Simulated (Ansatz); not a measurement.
`NC1=C(F)C1` + H₂ → `NC1=CC1` + H–F at 600 K and 1 bar (hydrogenolysis of a C–F bond).

Program: Ansatz. Geometries: PBE0-D4/def2-TZVP. ΔE: electronic, gas phase. CBS: MP2 limit from def2 TZ/QZ plus the TZ coupled-cluster correction, frozen cores. This one scheme is used for every species. Each species was taken in one conformer, which may not be the lowest.

```json
{"species": "`NC1=C(F)C1`", "CCSD(T)/CBS energy (Eh)": "-270.93926", "H − E (kJ/mol)": "224.5", "S (J/(mol·K))": "374.6"}
{"species": "H₂", "CCSD(T)/CBS energy (Eh)": "-1.17544", "H − E (kJ/mol)": "43.9", "S (J/(mol·K))": "150.8"}
{"species": "`NC1=CC1`", "CCSD(T)/CBS energy (Eh)": "-171.77017", "H − E (kJ/mol)": "238.4", "S (J/(mol·K))": "345.5"}
{"species": "H–F", "CCSD(T)/CBS energy (Eh)": "-100.39570", "H − E (kJ/mol)": "42.3", "S (J/(mol·K))": "194.0"}
```

H − E and S are ideal-gas, rigid-rotor, harmonic terms from PBE0-D4/def2-TZVP, for one conformer and one mirror image of each species. The MP2-based limit puts H₂ 0.8 mEh under its directly extrapolated value; such offsets cancel only in part. 1 Eh = 2625.50 kJ/mol, R = 8.31446 J/(mol·K).

Problem. By hand: ΔE, ΔH, ΔS and ΔG.

Solution. ΔE = (-171.77017) + (-100.39570) − (-270.93926) − (-1.17544) = -0.05117 Eh = -134.3 kJ/mol. Δ(H − E) = 238.4 + 42.3 − 224.5 − 43.9 = 12.3, so ΔH = -122.0 kJ/mol. ΔS = 345.5 + 194.0 − 374.6 − 150.8 = 14.1 J/(mol·K). ΔG = -122.0 − 600 × (14.1)/1000 = -130.5 kJ/mol.

Problem. By hand: the equilibrium constant, and the temperature at which ΔG would vanish if ΔH and ΔS stayed fixed.

Solution. log₁₀ K = −ΔG/(RT ln 10) = 11.4. ΔH and −TΔS have one sign here, so there is no such temperature.

The number of gas molecules stays the same, so ΔS is small and ΔH decides. A doubt of 5 kJ/mol in ΔE shifts log₁₀ K by 0.4 here. Other conformers and mirror images would add mixing entropy, several J/(mol·K) or more a flexible species. These are equilibria of isolated gas molecules and say nothing of rates. Largest T1 diagnostic: 0.012 (customary marks: 0.02 for closed shells, 0.045 for open ones).
